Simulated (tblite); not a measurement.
C₅H₅O (doublet state).
Atom-mapped SMILES: `[CH:1]#[C:2][C:3]([CH3:4])[CH:5]=[O:6]` (hydrogens: H7 on C1; H8, H9, H10 on C4; H11 on C5)

Structure optimised with GFN2-xTB, isolated species. This method treats the open shell by occupation alone, without spin polarisation.

**Question.** Give the optimised bond lengths and angles.

**Answer.** 
| bond | length (bohr) |
| --- | --- |
| C1≡C2 | 2.289 |
| C2–C3 | 2.609 |
| C3–C4 | 2.805 |
| C3–C5 | 2.717 |
| C5=O6 | 2.305 |
| C1–H7 | 1.983 |
| C4–H8, C4–H9, C4–H10 | 2.061 |
| C5–H11 | 2.089 |

Bonds in one row agree within 0.02 bohr and their mean is given. A selection of angles:
| angle | degrees |
| --- | --- |
| C2–C1–H7 | 179.8 |
| C1–C2–C3 | 179.5 |
| C2–C3–C4 | 120.7 |
| C2–C3–C5 | 119.5 |
| C4–C3–C5 | 119.7 |
| C3–C4–H8 | 109.0 |
| C3–C4–H9 | 110.7 |
| H8–C4–H9 | 109.6 |
| H9–C4–H10 | 107.0 |
| C3–C5–O6 | 124.3 |
| C3–C5–H11 | 114.6 |
| O6–C5–H11 | 121.0 |

Dihedral angles: C2–C3–C5–O6 180° (antiperiplanar).

C5 (carbon bonded to C, O and H) is planar (angles 124.3°, 121.0° and 114.6°, sum 360.0°, 0.00 Å off the plane of its three neighbours). The 6 heavy atoms lie in one plane (0.000 Å rms). Of the pairs four or more bonds apart, O6···H8 is among the closest relative to their van der Waals radii: 2.41 Å, 89 % of the sum of Bondi's values. C3 (carbon bonded to 3 C) is planar (angles 120.7°, 119.7° and 119.5°, sum 360.0°, 0.00 Å off the plane of its three neighbours). The C–C distances run from 1.211 Å (C1≡C2, drawn triple) to 1.484 Å (C3–C4, drawn single), a spread of 0.273 Å.

Point group: Cs (every atom within 0.08 Å of its image). Its GFN2-xTB frequencies are all real (lowest 69 cm⁻¹). 3 starts were optimised and ended at 0.00, 0.01 and 0.35 kcal/mol (GFN2-xTB); the lowest of these is shown.

One conformer stands for the species.

These are computed values.
